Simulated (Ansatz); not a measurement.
Results of PBE0 (Ansatz, a program for electronic structure, plane waves, PAW) for CaB6-type CaB6.

From the output:

```
WARN output.stress: scf.exx.energy_threshold = 1e-6 eV is looser than the 7e-8 eV advised for a stress under a hybrid functional (1e-8 eV for each atom of the …
Crystal: 7 atoms, lattice volume = 70.686 Å³
Basis set: ecut = 460 eV, 1575 PW (Γ), exchange–correlation on 60×60×60 points (8 copies of the dense FFT grid, shifted against one another)
Bands: 21, of which v1, the nominal top of the filled ones, is band 14 counted from 1 (13 counted from 0)
Symmetry: 48 space group operations
Space group: Pm-3m (ITA 221), of the structure as read, at distance tolerance 4.1e-5 Å
k-points: 20 of 216
Functional: x = pbe(κ = 0.804, μ = 0.2195149727645171), c = pbe(β = 0.06672455060314922), warm-up for x = 0.75 pbe(κ = 0.804, μ = 0.2195149727645171) + 0.25 exact, c = pbe(β = 0.06672455060314922)
SCF iter   1: F=—  HF=-2755.199710 eV  |F-HF|=—  |Δ(HF+E_count)|=         —  Δρ=1.49e-3  dr2=9.91e-4
SCF iter   2: F=—  HF=-2755.200659 eV  |F-HF|=—  |Δ(HF+E_count)|=   9.49e-4  Δρ=7.32e-4  dr2=1.38e-4
  ...
Crystal: 7 atoms, lattice volume = 70.686 Å³
Initial density: handed on by an earlier stage of this run
Functional: x = 0.75 pbe(κ = 0.804, μ = 0.2195149727645171) + 0.25 exact, c = pbe(β = 0.06672455060314922)
Crystal: 7 atoms, lattice volume = 70.686 Å³
SCF iter   4: F=—  HF=-2757.334032 eV  |F-HF|=—  |Δ(HF+E_count)|=   1.23e-8  Δρ=2.19e-6  dr2=2.35e-9
SCF iter   5: F=-2757.334032 eV  HF=-2757.334032 eV  |F-HF|=5.46e-10  |Δ(HF+E_count)|=  3.03e-10  Δρ=6.33e-7  dr2=6.54e-10
SCF 3 converged in 5 iterations: F = -2757.334032 eV  dr2 = 6.54e-10
Free energy (F): -2757.334033 eV
Internal energy: -2757.334033 eV  (E = F + TS)
E sigma→0 (E₀):  -2757.334033 eV
Fermi energy:    8.369312 eV
--- Forces (eV/Å), atoms counted from 1 ---
  atom   1  Ca    -0.00000000     0.00000000     0.00000000
  atom   2  B     -0.00120171    -0.00000000     0.00000000
  atom   3  B     -0.00000000     0.00120171     0.00000000
  atom   4  B      0.00000000    -0.00120171    -0.00000000
  atom   5  B      0.00120171     0.00000000     0.00000000
  atom   6  B      0.00000000    -0.00000000    -0.00120171
  atom   7  B     -0.00000000     0.00000000     0.00120171
--- Stress (GPa, compression-positive) ---
       -0.016658      -0.000000       0.000000
       -0.000000      -0.016658       0.000000
        0.000000       0.000000      -0.016658
  P = ⅓ Tr σ = -0.0167 GPa (-0.167 kbar)
```

### Question
Write an input file that could have produced this run (the log leaves some choices open).

### Answer
One answer among several that fit: 
Ansatz 0.2 input:
```yaml
crystal:
  lattice:
    - [4.1346966862, 0.0, 0.0]
    - [0.0, 4.1346966862, 0.0]
    - [0.0, 0.0, 4.1346966862]
  atoms:
    - { symbol: Ca, position: [0.0, 0.0, 0.0] }
    - { symbol: B, position: [0.7973530987, 0.5, 0.5] }
    - { symbol: B, position: [0.5, 0.2026469013, 0.5] }
    - { symbol: B, position: [0.5, 0.7973530987, 0.5] }
    - { symbol: B, position: [0.2026469013, 0.5, 0.5] }
    - { symbol: B, position: [0.5, 0.5, 0.7973530987] }
    - { symbol: B, position: [0.5, 0.5, 0.2026469013] }
basis:
  ecutwfc: 460
  ecutrho_ratio: 4
  xc_grid: 2
kpoints:
  mp_grid: { grid: [6, 6, 6] }
hamiltonian:
  xc: pbe0
  dispersion: none
  pseudopotentials: { kind: paw }
scf:
  occupations: { method: fermi_dirac, width: 0.01 }
  convergence: { dr2_threshold: 0.0000000007 }
output:
  forces: true
  stress: true
  eigenvalues: true
```

The PAW data were made under PBE.
